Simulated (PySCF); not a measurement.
## `C1[C@@H](C)[C@H]1N`, C₄H₉N

Geometry (Å), atoms numbered from 1 in this order:
```xyz
14

C    -1.4886   -0.4354   -0.2270
C    -0.6209    0.0467    0.9065
C     0.2159    1.2803    0.7298
C     0.8753   -0.0670    0.8045
N     1.4250   -0.5893   -0.4150
H    -2.4069    0.1472   -0.2794
H    -0.9505   -0.3383   -1.1655
H    -1.7546   -1.4816   -0.0837
H    -1.0485   -0.1128    1.8899
H     0.3318    1.9632    1.5575
H     0.1959    1.7524   -0.2396
H     1.4119   -0.3007    1.7288
H     1.4381   -1.6038   -0.3995
H     2.3754   -0.2614   -0.5495
```

Method used: PySCF, TDDFT PBE0/def2-SVPD circular dichroism and optical rotation, one conformer, gas phase. Geometry: GFN2-xTB.

The molecule is flexible and this is one conformer; a measurement averages over conformers. States above about 6.8 eV (minus the energy of the highest occupied orbital) lie near or above the ionisation threshold and depend on the basis.

Question: Draw the ECD and absorption spectra from the lowest 16 states, each a Gaussian of half-width 0.35 eV at 1/e height.

Answer: 
| E (eV) | λ (nm) | Δε (L mol⁻¹ cm⁻¹) | ε (L mol⁻¹ cm⁻¹) |
| --- | --- | --- | --- |
| 5.79 | 214 | -0.22 | 70.5 |
| 5.89 | 210 | -0.45 | 147 |
| 5.99 | 207 | -0.80 | 260 |
| 6.09 | 203 | -1.21 | 392 |
| 6.19 | 200 | -1.55 | 501 |
| 6.29 | 197 | -1.68 | 545 |
| 6.39 | 194 | -1.56 | 508 |
| 6.49 | 191 | -1.27 | 419 |
| 6.59 | 188 | -0.99 | 341 |
| 6.69 | 185 | -0.92 | 349 |
| 6.79 | 182 | -1.22 | 505 |
| 6.89 | 180 | -1.94 | 829 |
| 6.99 | 177 | -3.01 | 1280 |
| 7.09 | 175 | -4.19 | 1750 |
| 7.19 | 172 | -5.18 | 2070 |
| 7.29 | 170 | -5.70 | 2140 |
| 7.39 | 168 | -5.55 | 1940 |
| 7.49 | 165 | -4.70 | 1550 |
| 7.59 | 163 | -3.26 | 1150 |
| 7.69 | 161 | -1.48 | 892 |
| 7.79 | 159 | +0.31 | 892 |
| 7.89 | 157 | +1.84 | 1210 |
| 7.99 | 155 | +2.92 | 1810 |
| 8.09 | 153 | +3.59 | 2600 |
| 8.19 | 151 | +4.08 | 3350 |
| 8.29 | 149 | +4.81 | 3880 |
| 8.39 | 148 | +6.41 | 4070 |
| 8.49 | 146 | +9.49 | 4000 |
| 8.59 | 144 | +14.09 | 3870 |
| 8.69 | 143 | +19.13 | 3810 |
| 8.79 | 141 | +22.57 | 3780 |

Δε uses R in velocity form, ε uses f in length form. Only the states computed contribute, so the short-wavelength end is incomplete.
